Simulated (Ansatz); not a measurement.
`F/C=C\F`, one more setting.

```yaml
crystal:
  periodic: [false, false, false]
  atoms:
    - {symbol: F, position_ang: [0.176424, -0.841587, -1.505974]}
    - {symbol: C, position_ang: [0.404458, 0.027007, -0.525398]}
    - {symbol: C, position_ang: [-0.328064, 0.075480, 0.571869]}
    - {symbol: F, position_ang: [-1.355630, -0.740060, 0.788639]}
    - {symbol: H, position_ang: [1.239147, 0.694110, -0.694860]}
    - {symbol: H, position_ang: [-0.136345, 0.785051, 1.365723]}
basis:
  gaussian: {orbitals: def2-SVPD}
total_charge: 1
magnetization: {spin_polarized: true, initial_magnetization: 1}
hamiltonian: {xc: {name: wPBEh}, pseudopotentials: {relativity: none}}
output: {forces: true}
```

```sh
$ ansatz run in.yaml --threads 4 --pin off --events-out ev --progress --plain --max-ram 10444MiB
```

Shortened log:

```
Functional definition: wPBEh
836 factors; their error is unknown
108 factors; integrals over basis functions are off by at most 5.1e-7 eV
mean field evaluation 1: about -7511.2888 eV, gradient 4.0e1 eV
mean field evaluation 2: about -7501.1019 eV, gradient 7.0e1 eV
mean field evaluation 4: about -7516.3246 eV, gradient 1.3e0 eV
mean field evaluation 8: about -7516.3528 eV, gradient 1.5e-2 eV
mean field evaluation 16: about -7516.3529 eV, gradient 3.0e-5 eV
mean field -7516.35285029 eV, -276.2208724813 hartree, gradient 3.0e-5 eV, S^2 0.752222; 0 other end points of the search recorded, 0 dependent functions left out
reference -7516.35289282 eV, -276.2208740440 hartree; 16, 15 occupied and 86, 87 virtual orbitals, 836 factors
Total energy: -7516.35289282 eV, -276.2208740440 hartree
Atom 0 at     0.176424    -0.841587    -1.505974 Å, force     0.288199     1.872148     2.397460 eV/Å
Atom 1 at     0.404458     0.027007    -0.525398 Å, force     2.001636    -2.399454    -6.389630 eV/Å
Atom 2 at    -0.328064     0.075480     0.571869 Å, force    -5.222444    -1.920656     4.430479 eV/Å
Atom 3 at    -1.355630    -0.740060     0.788639 Å, force     2.398843     1.731964    -0.763007 eV/Å
Atom 4 at     1.239147     0.694110    -0.694860 Å, force     0.443648     0.346302    -0.102394 eV/Å
Atom 5 at    -0.136345     0.785051     1.365723 Å, force     0.090118     0.369696     0.427092 eV/Å
Dipole moment:     0.491133     0.658750     0.298765 e Å
```

It took 1.4 s on 4 threads of an Arm Neoverse V1 on a shared host, with 0.2 GiB of host memory at the peak.
